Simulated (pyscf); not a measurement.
HAs=AsH + silane (SiH₄) -> H₃Si–AsH–AsH₂, gas phase, singlet surface. PySCF, gas phase, ωB97X-D3(BJ)/def2-SVP geometries. ΔG in kcal/mol from ωB97M-D3(BJ)/def2-TZVP energies (ideal gas, 1 atm, RRHO with modes under 100 cm⁻¹ raised to 100, one conformer, R ln 2 for chiral ones without a mode under 150 cm⁻¹).

| T (K) | ΔG |
|---|---|
| 298 | -15.4 |
| 600 | -6.9 |
| 900 | ? |
| 1200 | +8.5 |

Problem. Fit a line to the three values, predict ΔG at 900 K, and estimate where the reaction turns unfavourable at 1 atm of each gas.

Solution. Least squares gives ΔG = -23.1 + 26.4 × T/1000 K, so ΔS is about -110 J/(mol K) and ΔH about -23.1 kcal/mol over this range (ΔH at 298 K: -24.1). At 900 K the line gives +0.7; the computed value is +1.0. ΔG = 0 falls near 880 K; 1 kcal/mol in the energy moves that by 38 K. This is thermodynamics alone and says nothing of the barrier. Elements up to Kr have no core potential and no relativistic terms here.
